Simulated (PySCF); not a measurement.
## Working out the ionisation energy of S

S [Ne] 3s2 3p4 (3P) → S⁺ [Ne] 3s2 3p3 (4S). Calculation: PySCF 2.14, in ANO-RCC-VTZP; scalar relativity by spin-free X2C-1e. Frozen: 1s2. Energies in hartree (1 hartree = 27.21139 eV):

```json
{"part": "UHF", "S (lower)": "-398.592975", "S⁺ (upper)": "-398.254138"}
{"part": "MP2 opposite-spin", "S (lower)": "-0.101191", "S⁺ (upper)": "-0.077239"}
{"part": "MP2 same-spin", "S (lower)": "-0.032850", "S⁺ (upper)": "-0.029666"}
```

Question: What does Hartree-Fock give?

Answer: (-398.254138) − (-398.592975) = 0.338837 hartree = 9.220 eV.

Question: What do MP2 and SCS-MP2 (6/5 opposite-spin, 1/3 same-spin) give?

Answer: The opposite-spin parts differ by 0.652 eV and the same-spin parts by 0.087 eV. MP2: 9.220 + (0.652) + (0.087) = 9.959 eV. SCS-MP2: 9.220 + 1.2 × (0.652) + (0.087)/3 = 10.031 eV.

Measured between the centres of the two terms (NIST): 10.336 eV, so MP2 (valence and next inner shell) is off by -0.377 eV.

What remains against the reference includes basis incompleteness, the frozen core and correlation beyond second order.
